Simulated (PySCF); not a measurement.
1-chloro-1-propene(E), C3H5Cl.
Cartesian coordinates in Å at the PBE0-D3(BJ)/def2-SVP level; atoms count from 1:
```
atom  x, y, z in Å
C1    -1.2013    0.0401    0.0175
C2     0.2040   -0.4588    0.0553
C3     1.2744    0.3259   -0.0651
Cl4    2.8951   -0.2707   -0.0209
H5    -1.2456    1.1306   -0.1174
H6    -1.7353   -0.2116    0.9488
H7    -1.7648   -0.4296   -0.8057
H8     0.3611   -1.5349    0.1892
H9     1.2133    1.4093   -0.2018
```

Computed with PySCF at PBE0/pcSseg-1 and CAM-B3LYP/def2-SVPD, non-relativistic, on one gas-phase PBE0-D3(BJ)/def2-SVP geometry that isn't relaxed in the solvent. The solvent is an IEF-PCM continuum (Bondi radii, 1.10 Å for H, scaled by 1.2). Only the electrostatic response of the medium enters.

Gas phase at PBE0/pcSseg-1: HOMO -7.16 eV, LUMO 0.05 eV, dipole 2.02 D.

What does the continuum do to the energy, the frontier levels and the dipole at PBE0/pcSseg-1 in acetone and acetonitrile?

```json
{"solvent": "acetone", "ε": "20.49", "E(solvent) − E(gas) (kJ/mol)": "-9.83", "polarisation term (kJ/mol)": "-11.20", "distortion of the solute (kJ/mol)": "1.37", "HOMO (eV)": "-7.15", "LUMO (eV)": "0.13", "dipole (D)": "2.58"}
{"solvent": "acetonitrile", "ε": "35.69", "E(solvent) − E(gas) (kJ/mol)": "-10.17", "polarisation term (kJ/mol)": "-11.64", "distortion of the solute (kJ/mol)": "1.47", "HOMO (eV)": "-7.15", "LUMO (eV)": "0.13", "dipole (D)": "2.60"}
```

The first energy column is the sum of the next two and covers electrostatics alone. From acetone to acetonitrile the lowering changes by a factor 1.03, Onsager's factor (ε − 1)/(2ε + 1) by 1.03 and ε itself by 1.7.

Which radius a makes the point-dipole formula ΔE = −[(ε − 1)/(2ε + 1)]·μ²/a³ give the value in acetonitrile, with the gas-phase dipole?

μ = 0.794 au and |ΔE| = 0.00387 Eh give a = 2.26 Å; the farthest nucleus lies 2.91 Å from the centroid of the nuclei, so such a sphere wouldn't even hold the nuclei. The formula assumes a rigid point dipole at the centre of a sphere.

Which Mulliken charges (PBE0/pcSseg-1) respond most in acetone (means over atoms taken as equivalent)?

```tsv
atoms	environment	gas (e)	solvent (e)	change
Cl4	vinyl chlorine	-0.102	-0.134	-0.032
H9	vinylic hydrogen	+0.149	+0.171	+0.022
C3	vinylic C–Cl carbon	-0.145	-0.157	-0.012
C2	alkene CH carbon	-0.176	-0.187	-0.011
H8	vinylic hydrogen	+0.126	+0.136	+0.010
H5/H6/H7	methyl hydrogen	+0.130	+0.140	+0.010
```

How do the nuclear quadrupole coupling constants eQVzz/h respond in acetone?

```tsv
nucleus	Q (barn)	gas (MHz)	solvent (MHz)	η gas	η solvent
35Cl at Cl4	-0.0817	-73.82	-71.40	0.10	0.10
```

Gas phase at CAM-B3LYP/def2-SVPD: HOMO -8.48 eV, LUMO 1.07 eV, dipole 2.03 D.

What does the continuum do to the energy, the frontier levels and the dipole at CAM-B3LYP/def2-SVPD in acetone and acetonitrile?

```tsv
solvent	ε	E(solvent) − E(gas) (kJ/mol)	polarisation term (kJ/mol)	distortion of the solute (kJ/mol)	HOMO (eV)	LUMO (eV)	dipole (D)
acetone	20.49	-9.88	-11.43	1.55	-8.45	1.19	2.63
acetonitrile	35.69	-10.22	-11.88	1.66	-8.45	1.19	2.65
```

How does the static polarisability (CAM-B3LYP/def2-SVPD, frozen core, with the continuum's full static response) change?

```
      medium  isotropic (au)  principal values (au)  ⟨r²⟩ of the electrons (bohr²)
         gas            53.6       39.2, 46.6, 74.9                          512.7
     acetone            70.4       52.3, 62.6, 96.2                          512.6
acetonitrile            71.1       52.9, 63.4, 96.9                          512.5
```

The isotropic value in acetonitrile is 1.33 times the gas-phase one; no cavity-field correction is applied. ⟨r²⟩ is taken about the centre of nuclear charge.
